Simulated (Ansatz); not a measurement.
Single points on the cluster P₃⁻.

```yaml
crystal:
  periodic: [false, false, false]
  atoms:
    - {symbol: P, position_ang: [0.974226, -0.109386, 0.933572]}
    - {symbol: P, position_ang: [-1.303876, 0.350268, 0.102249]}
    - {symbol: P, position_ang: [0.329650, -0.240872, -1.035811]}
basis:
  gaussian: {orbitals: "def2-TZVPPD.json", initial_orbitals: start.molden}
total_charge: -1
correlation: {method: ccsd_t}
scf: {omitted_lower_state_checks: [starts]}
output: {orbitals: {seedname: orbitals}}
```

The file start.molden holds the orbitals of an earlier run on this structure, at another level or in another basis.

```sh
$ ansatz run in.yaml --threads 4 --pin off --events-out ev --progress --plain --max-ram 3916MiB
```

Output, abridged:

```
Functional definition: HF
  name "HF"
  cite "Fock, Z. Phys. 61, 126 (1930) doi:10.1007/BF01340294"
  parent pbe
  exchange = exact_x
  correlation = 0
these checks for a lower state are left out or cut short: starts
853 factors; integrals over basis functions are off by at most 1.2e-3 eV
mean field evaluation 1: about -27814.8366 eV, gradient 3.2e1 eV
mean field evaluation 2: about -27815.4001 eV, gradient 8.3e-1 eV
mean field evaluation 4: about -27816.0659 eV, gradient 4.8e-2 eV
mean field evaluation 8: about -27816.0668 eV, gradient 8.5e-7 eV
mean field evaluation 16: about -27809.1039 eV, gradient 2.0e1 eV
mean field evaluation 32: about -27813.4828 eV, gradient 4.0e-3 eV
mean field evaluation 64: about -27801.3674 eV, gradient 7.3e-3 eV
mean field evaluation 96: about -27811.0258 eV, gradient 1.1e0 eV
mean field -27816.06678893 eV, -1022.2216000859 hartree, gradient 4.0e-6 eV, S^2 0.000000; 1 other end points of the search recorded, 0 dependent functions left out; unrestricted orbitals would lower it
determinant -27816.06678893 eV, -1022.2216000859 hartree, with singles and doubles -27829.10617929 eV, -1022.7007888434 hartree
determinant -27813.48276478 eV, -1022.1266389498 hartree, with singles and doubles -27827.08219846 eV, -1022.6264089197 hartree
15 core orbitals not correlated: weight in the atoms' cores, before any rotation towards them, 1.000 or more for the frozen orbitals, at most 0.000 for the correlated occupied ones
reference -27816.06678893 eV, -1022.2216000859 hartree; 8, 8 occupied and 121, 121 virtual orbitals, 853 factors
second order -12.53622787 eV of doubles, -0.00000000 eV of singles
cycle   1  -12.92060488 eV  change   -3.1e-1 eV  update   2.1e-2
cycle   2  -12.95106628 eV  change   -3.0e-2 eV  update   5.0e-3
cycle   3  -12.94731752 eV  change    3.7e-3 eV  update   2.3e-3
cycle   4  -12.94849430 eV  change   -1.2e-3 eV  update   9.2e-4
cycle   5  -12.94878556 eV  change   -2.9e-4 eV  update   4.9e-4
cycle   6  -12.94892692 eV  change   -1.4e-4 eV  update   1.8e-4
cycle   7  -12.94897033 eV  change   -4.3e-5 eV  update   7.3e-5
cycle   8  -12.94903403 eV  change   -6.4e-5 eV  update   2.4e-5
cycle   9  -12.94902878 eV  change    5.2e-6 eV  update   1.1e-5
perturbative correction -1.06874854 eV, -0.0392757845 hartree
Total energy: -27830.08456625 eV, -1022.7367439010 hartree
Checks for a lower state left out: starts
```

It took 3.8 s on 4 threads of Arm Neoverse V2 on a shared host, peak host memory 0.56 GiB.

As the first input, with `gaussian: {orbitals: def2-TZVPD, initial_orbitals: start.molden}`, `hamiltonian: {xc: {name: wB97M-V}}` and without the key `correlation` (abridged; 2.6 s):

```
Functional definition: wB97M-V
mean field -27865.79685860 eV, -1024.0491464381 hartree, gradient 2.4e-5 eV, S^2 0.000000
Total energy: -27865.79689505 eV, -1024.0491477775 hartree
Checks for a lower state left out: starts
```

The first input with `gaussian: {orbitals: def2-TZVPD, initial_orbitals: start.molden}`, `hamiltonian: {xc: pbe, dispersion: d4}`, `output: {forces: true, orbitals: {seedname: orbitals}}` and without the key `correlation` (abridged; 0.75 s):

```
Functional definition: PBE
mean field -27855.09311399 eV, -1023.6557910790 hartree, gradient 1.7e-5 eV, S^2 0.000000
Total energy: -27855.24289771 eV, -1023.6612955290 hartree
Atom 0 force     0.000555     0.000385     0.003497 eV/Å
Atom 1 force     0.002443    -0.000777    -0.000991 eV/Å
Atom 2 force    -0.002998     0.000392    -0.002506 eV/Å
Dipole moment:     0.068209    -0.049700    -0.213395 e Å
Checks for a lower state left out: starts
```

The first input with `gaussian: {orbitals: def2-TZVPD, initial_orbitals: start.molden}`, `hamiltonian: {xc: pbe0, dispersion: d4}` and without the key `correlation` (abridged; 0.85 s):

```
Functional definition: PBE0
mean field -27856.99424531 eV, -1023.7256563663 hartree, gradient 8.3e-6 eV, S^2 0.000000
Total energy: -27857.11900077 eV, -1023.7302410450 hartree
Checks for a lower state left out: starts
```

The first input with `gaussian: {orbitals: def2-TZVPD, initial_orbitals: start.molden}`, `hamiltonian: {xc: {name: B2PLYP}}` and without the key `correlation`, `output` (abridged; 1.4 s):

```
Functional definition: B2PLYP
mean field -27853.15151315 eV, -1023.5844385639 hartree, gradient 1.5e-6 eV, S^2 0.000000; unrestricted orbitals would lower it
15 core orbitals not correlated: weight in the atoms' cores, before any rotation towards them, 1.000 or more for the frozen orbitals, at most 0.000 for the correlated occupied ones
second order -16.15266827 eV of doubles, -0.00000000 eV of singles
Total energy: -27857.51285246 eV, -1023.7447148277 hartree
Checks for a lower state left out: starts
```

The first input with `gaussian: {orbitals: def2-TZVPD, initial_orbitals: start.molden}`, `hamiltonian: {xc: r2scan, dispersion: d4}` and without the key `correlation` (abridged; 1.8 s):

```
Functional definition: r2SCAN
mean field -27865.48909869 eV, -1024.0378364698 hartree, gradient 1.9e-5 eV, S^2 0.000000
Total energy: -27865.51733915 eV, -1024.0388742878 hartree
Checks for a lower state left out: starts
```

Geometry: PBE-D4/def2-TZVPD.

Correlated methods freeze 15 core orbitals. At CCSD(T)/def2-TZVPPD T1 of the charge -1 singlet is large (up to 0.026), so the single-reference result is doubtful. At CCSD(T)/def2-TZVPPD, B2PLYP/def2-TZVPD the restricted singlet (for correlated methods, its reference) is unstable: a solution with broken spin symmetry lies lower. The restricted singlet is unstable towards broken spin symmetry at other levels; at ωB97M-V/def2-TZVPD, PBE-D4/def2-TZVPD, PBE0-D4/def2-TZVPD, r2SCAN-D4/def2-TZVPD this wasn't settled. At PBE-D4/def2-TZVPD, PBE0-D4/def2-TZVPD, r2SCAN-D4/def2-TZVPD the highest occupied level of the charge -1 singlet lies above zero (up to 1.19 eV). The electron is either unbound and held by the finite basis, or the level is raised by self-interaction error. The geometry of the singlet was relaxed on an unsound state (restricted singlet, unstable towards broken spin symmetry at other levels and untested here). Another isomer (singlet) lies 0.20 eV lower at PBE0-D4/def2-TZVPD; other spin states weren't run for this one.
